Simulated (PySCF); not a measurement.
Molecule: SMILES PP, H4P2.

Molfile (atoms numbered from 1):
```
H4P2
     RDKit          3D

  6  5  0  0  0  0  0  0  0  0999 V2000
   -0.9588   -0.5807   -0.0086 P   0  0  0  0  0  0  0  0  0  0  0  0
    0.9821    0.5498    0.0104 P   0  0  0  0  0  0  0  0  0  0  0  0
   -1.5525    0.2388    1.0024 H   0  0  0  0  0  0  0  0  0  0  0  0
   -1.5097    0.2208   -1.0574 H   0  0  0  0  0  0  0  0  0  0  0  0
    1.5716   -0.2987    0.9992 H   0  0  0  0  0  0  0  0  0  0  0  0
    1.5365   -0.2220   -1.0585 H   0  0  0  0  0  0  0  0  0  0  0  0
  1  2  1  0
  1  3  1  0
  1  4  1  0
  2  5  1  0
  2  6  1  0
M  END
```

Geometry PBE0-D3(BJ)/def2-SVP throughout; GIAO in PySCF 2.14, gas phase, one conformer, non-relativistic; equivalent atoms averaged; basis pcSseg-2.

**Question.** How do the absolute shieldings σ depend on the functional? (ppm; last column core-seconds on shared hosts with different chips, so compare them loosely)

**Answer.** 
```
functional                    kind  P1/P2  H3/H4/H5/H6  core-s
        HF            Hartree–Fock  545.4        29.22     2.8
       LDA                     LDA  501.3        28.07     7.2
       PBE                     GGA  504.3        28.59     8.4
      BLYP                     GGA  475.4        28.83     8.1
      BP86                     GGA  498.8        28.66     8.4
      OPBE                     GGA  535.1        28.60     8.2
       KT2                     GGA  529.7        28.65     8.2
       KT3                     GGA  524.3        28.87     8.3
     B97-D                     GGA  495.4        28.82     7.8
     B3LYP           global hybrid  492.6        28.88     4.8
      PBE0           global hybrid  523.0        28.70     3.4
  mPW1PW91           global hybrid  518.1        28.76     5.5
      WP04           global hybrid  459.1        29.40     9.1
     B97-2           global hybrid  518.6        28.82     9.6
 BHandHLYP           global hybrid  513.3        28.98     9.4
 CAM-B3LYP  range-separated hybrid  504.4        28.82      13
   wB97X-D  range-separated hybrid  519.7        28.82      13
   LC-wPBE  range-separated hybrid  535.5        28.82      18
```

**Question.** Which nucleus moves most, in ppm?

**Answer.** P1/P2 (phosphorus bonded to P, 2 H): from 459.1 ppm with WP04 to 545.4 ppm with HF. The smallest spread is 1.34 ppm, at H3/H4/H5/H6.
